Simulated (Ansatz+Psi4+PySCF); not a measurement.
**doublet CHO2: levels of theory in one basis**

```yaml
atoms:
  - { symbol: C, position_ang: [0.0000, 0.0000, 0.0000] }
  - { symbol: H, position_ang: [0.0000, 0.0000, -1.0900] }
  - { symbol: O, position_ang: [0.0000, 1.1266, 0.5990] }
  - { symbol: O, position_ang: [0.0000, -1.0984, 0.5840] }
```

Basis set: cc-pVTZ (spherical functions). Frozen core: 3 orbitals. Correlation on ROHF uses semicanonical orbitals with singles. Charge 0, multiplicity 2.

Computed with Ansatz (development build ahead of 0.2.0); each method stands on the lowest determinant of its kind that the runs found.

| method | E − E(ROHF) (eV) | <S²> of the determinant |
| --- | --- | --- |
| ROHF | 0.00 | 0.75 |
| UHF | -0.17 | 1.02 |
| ROHF-MP2 | -15.74 | – |
| UHF-MP2 | -14.94 | 1.02 |
| UHF-CCSD | -15.90 | 1.02 |
| ROHF-CCSD(T) | -16.83 | – |
| UHF-CCSD(T) | -16.54 | 1.02 |

**Question.** What does ROHF-CCSD give on the same scale?

**Answer.** -16.12 eV.

Caution for UHF, UHF-MP2, UHF-CCSD, UHF-CCSD(T): the unrestricted determinant is spin contaminated. Caution for ROHF-MP2, UHF-MP2, UHF-CCSD(T): another reference gives a lower total.
